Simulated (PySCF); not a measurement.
How exact exchange moves a shielding

Molecule: 2-methyl-2-oxazoline (CC1=NCCO1, C4H7NO).

Atoms are numbered as in `[CH3:1][C:2]1=[N:3][CH2:4][CH2:5][O:6]1` (H(Xn): hydrogen on atom n).

GIAO shieldings (ppm, equivalent atoms averaged) in PySCF 2.14 on the PBE0-D3(BJ)/def2-SVP geometry, basis pcSseg-1, gas phase, non-relativistic:

```csv
functional,exact exchange (%),σ(C5),σ(C4),σ(O6)
BLYP,0,103.6,114.6,132.9
BP86,0,108.9,119.9,136.6
PBE,0,109.3,120.3,135.3
PBE0,25,116.2,126.9,152.4
mPW1PW91,25,115.1,126.0,151.6
BHandHLYP,50,117.5,128.0,166.9
HF,100,129.8,139.9,196.2
```

Problem. Fit each shielding as a line in the percentage of exact exchange.

Solution. σ(C5) = 108.1 + 0.22 x (rms 2.2 ppm); σ(C4) = 119.1 + 0.21 x (rms 2.2 ppm); σ(O6) = 135.6 + 0.61 x (rms 1.3 ppm). The functionals also differ in their semilocal parts, which the line can't hold; Hartree–Fock has no correlation at all.

Problem. What does the line predict for B3LYP (20 %), and what does the run give?

Solution. σ(C5): 112.5 predicted, 109.6 computed; σ(C4): 123.3 predicted, 120.5 computed; σ(O6): 147.8 predicted, 147.2 computed ppm.
